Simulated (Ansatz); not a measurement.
A geometry optimisation of C2H3Mg− with B3LYP-D4/def2-TZVPD

The starting geometry of this gas-phase singlet was optimised with GFN2-xTB.

```xyz
6

C    -2.2229   -0.6620    1.8396
C    -2.2647   -1.9889    1.6102
Mg   -2.7020    0.2356    3.8696
H    -3.1376   -0.1773    1.3348
H    -3.0277   -2.5603    1.0254
H    -1.4721   -2.6506    1.9905
```

Problem. Predict what becomes of its bonds when it is optimised with B3LYP-D4/def2-TZVPD.

Solution. It keeps its bonds.

The energy falls by 0.38 eV over 13 steps:

```csv
step,E − E(last) (eV)
1,0.377
2,0.265
4,0.088
5,0.019
6,0.013
8,0.004
9,0.000
10,0.000
12,0.000
13,0.000
```

Final geometry (Å):

```xyz
6

C    -2.7325   -0.7284    1.9538
C    -2.3187   -1.9639    1.6335
Mg   -2.1839    0.1912    3.9067
H    -3.3441   -0.2620    1.1634
H    -2.5459   -2.4844    0.6951
H    -1.7019   -2.5560    2.3176
```

Frequencies at the end are all real (lowest 130 cm⁻¹). Run with Ansatz 0.2.0, 45 s on 2 threads of Intel(R) Xeon(R) Processor @ 2.50GHz (Skylake/Cascade Lake) (shared host).
